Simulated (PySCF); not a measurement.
## Quadrupole coupling of isoyanoacetylene: levels of theory against gas-phase measurements

Values to reproduce (atoms as numbered below): 14N at N2: χzz = 0.9454 MHz [1].
[1] measured, gas; W. C. Bailey, Calculation of NQCC in Gaseous State Molecules (compilation of microwave values)

Species: isoyanoacetylene, C3HN.
Numbering: `[C-:1]#[N+:2][C:3]#[CH:4]` (hydrogens: H5 on C4)

Task: What do the calculations give?

Result: PySCF, non-relativistic, all at one geometry, with Q(14N) = 0.02044 b:

```tsv
level	functions	14N N2 (MHz)	computed/reference − 1 (%)
B3LYP/pcJ-1	118	1.146	+21.2
PBE0/pcSseg-1	73	1.092	+15.5
```

Closest here is PBE0/pcSseg-1 (15.5 % unsigned error), furthest B3LYP/pcJ-1 (21.2 %); one molecule doesn't rank methods. Computed values are for fixed nuclei, while measured ones can include vibrational averaging. Geometry: GFN2-xTB; no solvent, vibrations or thermal averaging. GFN2-xTB bond lengths can be off by several hundredths of an ångström, more for odd bonds, and the gradients follow them.
